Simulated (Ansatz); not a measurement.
N–CH2, doublet: reading a ladder of total energies

Geometry: a point of a stretch scan, not a stationary point.

```xyz
4

N     0.0000    0.0000    0.5921
C     0.0000    0.0000   -0.5089
H     0.0000   -0.9374   -1.0818
H     0.0000    0.9373   -1.0818
```

Basis cc-pVDZ; Ansatz 0.2.0. Correlated methods freeze the noble-gas cores, which leaves 11 electrons in 36 orbitals. R marks a restricted (for open shells ROHF) determinant, U an unrestricted one.

Full CI isn't at hand for all of this; UCCSDT(Q) serves as the reference, and is uncertain by about the last step of the cluster series.

Runs differ by some tens of microhartree through their thresholds and, for an open shell, their frozen cores, so steps under 0.03 kcal/mol mean nothing.

| level | total energy (hartree) |
| --- | --- |
| UHF | -93.398636 |
| UMP2 | -93.648084 |
| UCCSD | -93.675906 |
| UCCSD(T) | -93.683944 |
| UCCSDT | -93.684681 |
| UCCSDT(Q) | -93.685245 |

Task: What is the correlation energy at UCCSDT(Q), and what share of it do UMP2 and UCCSD recover?

Result: E(corr) = -93.685245 − (-93.398636) = -0.286609 hartree = -7.799 eV. UMP2: -0.249448 / -0.286609 = 87.03 %. UCCSD: -0.277270 / -0.286609 = 96.74 %.

Task: By how many kcal/mol does UCCSD(T) miss UCCSDT(Q) (1 hartree = 627.509 kcal/mol), and which steps make up the rest?

Result: -93.683944 − (-93.685245) = 0.001301 hartree = 0.82 kcal/mol. Steps: UCCSDT − UCCSD(T) = -0.46, UCCSDT(Q) − UCCSDT = -0.35 kcal/mol. Differences between like states or geometries often cancel part of this.
